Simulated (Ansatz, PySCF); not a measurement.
Reaction (SMILES): [PH2] (PH2) → [PH2] (PH2) as singlet, charge +1 + e-
Structures are relaxed separately at B3LYP-D3(BJ)/def2-TZVP in Ansatz (a program for electronic structure). Unstable Hartree-Fock reference: [PH2] (PH2) as singlet, charge +1.

Quantity: adiabatic ionisation energy (0 K, with B3LYP-D3(BJ) harmonic zero-point energies from PySCF), in eV. Correlated levels leave the core frozen unless marked. UHF or UKS for open shells. Spin-orbit coupling is left out. No relativistic terms. CBS(X,Y): correlation extrapolated as X^-3; Hartree-Fock from the larger set (for Q and 5 zeta extrapolated as (X+1)exp(-9√X)). [CCSD(T)-MP2]/basis is that difference in the basis named.

Measured: 9.82 eV (CCCBDB table in ASE); it holds spin-orbit effects, which all levels lack. This is an older compilation, not checked against later work.

| level | program | adiabatic ionisation energy (eV) | error against measurement |
|---|---|---|---|
| HF/aug-cc-pV(T+d)Z | Ansatz | 9.33 | -0.49 |
| HF/cc-pV(5+d)Z | Ansatz | 9.33 | -0.49 |
| BLYP-D3(BJ)/def2-TZVPD | Ansatz + dftd3 | 9.74 | -0.08 |
| r2SCAN-D4/def2-TZVPD | Ansatz + dftd4 | 10.17 | 0.35 |
| B3LYP-D4/def2-TZVPD | Ansatz + dftd4 | 9.93 | 0.11 |
| PBE0-D3(BJ)/def2-TZVP | Ansatz + dftd3 | 10.00 | 0.18 |
| PBE0-D3(BJ)/def2-TZVPD | Ansatz + dftd3 | 10.00 | 0.18 |
| BHLYP-D4/def2-TZVPD | Ansatz + dftd4 | 9.82 | 0.00 |
| TPSSh/def2-TZVPD | PySCF | 10.00 | 0.18 |
| r2SCANh-D4/def2-TZVPD | Ansatz + dftd4 | 10.17 | 0.35 |
| MP2/cc-pV(T+d)Z | Ansatz | 9.76 | -0.06 |
| RI-MP2/aug-cc-pV(Q+d)Z | Ansatz | 9.81 | -0.01 |
| SCS-MP2/STO-3G | Ansatz | 6.61 | -3.21 |
| SCS-MP2/cc-pVTZ | Ansatz | 9.63 | -0.19 |
| CCSD/aug-cc-pV(D+d)Z | Ansatz | 9.62 | -0.20 |
| CCSD/cc-pwCVTZ | Ansatz | 9.69 | -0.13 |
| CCSD/CBS(aug-cc-pV(T+d)Z,aug-cc-pV(Q+d)Z) | Ansatz | 9.77 | -0.05 |
| CCSDT/cc-pV(D+d)Z | Ansatz | 9.52 | -0.30 |
| RI-MP2/CBS(def2-TZVPP,def2-QZVPP)+[CCSD(T)-MP2]/def2-TZVPP | Ansatz | 9.81 | -0.01 |
| RI-MP2/CBS(cc-pV(T+d)Z,cc-pV(Q+d)Z)+[CCSD(T)-MP2]/cc-pV(Q+d)Z | Ansatz | 9.82 | 0.00 |
| CCSD(T)/CBS(cc-pV(Q+d)Z,cc-pV(5+d)Z) | Ansatz | 9.82 | 0.00 |
